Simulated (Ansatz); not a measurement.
## Relative stability

Two relaxed structures of SiH₂ClO (charge -1), singlet (PBE0-D4/def2-TZVPD; forces vanish, vibrations not checked).

A:

| atom | x (Å) | y (Å) | z (Å) |
| --- | --- | --- | --- |
| O1 | -0.4136 | 0.0140 | 1.6642 |
| Si2 | 0.0655 | -0.0888 | 0.1965 |
| Cl3 | -1.0733 | 1.0823 | -1.2387 |
| H4 | -0.0247 | -1.4333 | -0.4859 |
| H5 | 1.4462 | 0.4257 | -0.1360 |

B:

O1  (-0.674, -0.366, 1.650)
Si2  (0.306, -0.050, 0.264)
Cl3  (-1.165, 1.082, -1.041)
H4  (-0.012, -1.387, -0.429)
H5  (-0.483, 0.300, 2.311)
(Å)

Program: Ansatz 0.2.0. Basis: def2-TZVPPD. Cores are frozen in the correlated methods. B3LYP uses VWN-RPA correlation.

**Question.** Which structure is lower at CCSD(T), and by how much? (An estimate is asked for; the value comes from the calculation.)

**Answer.** The calculation gives: A, by 19.69 kcal/mol (electronic energy, against the other). By their contacts, A is SiH₂ClO ([O][SiH2][Cl]), total charge -1 and B is SiH₂ClO ([OH][SiH][Cl]), total charge -1.

All methods give the same order:

| method | E(B) − E(A) (kcal/mol) |
| --- | --- |
| PBE-D4 | 17.86 |
| r2SCAN-D4 | 21.17 |
| PBE0-D4 | 17.92 |
| B3LYP-D4 | 19.16 |
| wB97M-V | 17.80 |
| HF | 19.29 |
| MP2 | 23.17 |
| CCSD | 19.28 |
| CCSD(T) | 19.69 |

The T1 diagnostic stays at or below 0.015.

Labels in which every atom is bracketed show which atoms are joined, not bond orders.

For scale, one of the runs: CCSD(T)/def2-TZVPPD, 173 basis functions, launched by `ansatz run in.yaml --threads 2 --pin off --events-out ev --progress --plain --max-ram 4352MiB`. Time: 31 s of wall clock on 2 CPU threads of an Arm Neoverse V1; the host was shared. Peak host memory: 1.4 GiB.
